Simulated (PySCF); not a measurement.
Gas-phase reaction: 4 H3SiOH + H2 ⇌ 2 Si2H5 + 4 H2O

Method: PySCF energies plus ideal-gas RRHO corrections (1 bar). † marks an energy on the PBE0/def2-TZVP geometry and frequencies; other levels use their own. CCSD(T) freezes the core. 6-31G* has spherical d functions here. Open shells (unrestricted): Si2H5 (multiplicity 2); the rest are closed-shell singlets. H3SiOH, Si2H5: computed as isolated molecules; such fragments, hydroxides, amides, oligomers or adducts are transient or little studied in the gas. CCSD(T) isn't extrapolated to the basis-set limit; its ΔH°(298 K) is 577.9 kJ in def2-SVP and 618.1 kJ in def2-TZVPP. The harmonic model lacks anharmonicity and excited electronic states, which grow with temperature; levels with a mode under 35 cm⁻¹ are left out. Internal rotation in H3SiOH, Si2H5 is treated as a harmonic vibration of one conformer, which makes the entropy rough.

```csv
level,"ΔE electronic, kJ","ΔH°(298 K), kJ","ΔS°(298 K), J/K","ΔG°(1800 K), kJ"
CCSD(T)/def2-TZVPP†,604,618,178,312
HF/6-31G*,592,607,176,301
HF/def2-TZVP†,615,629,178,323
M06-2X/def2-TZVP†,653,667,178,361
r2SCAN/def2-TZVP†,600,614,178,308
LDA/def2-TZVP†,604,618,178,312
ωB97M-V/def2-TZVP†,648,662,178,356
```
ΔH° is lowest at HF/6-31G* and highest at M06-2X/def2-TZVP†. No reference value is set beside these.
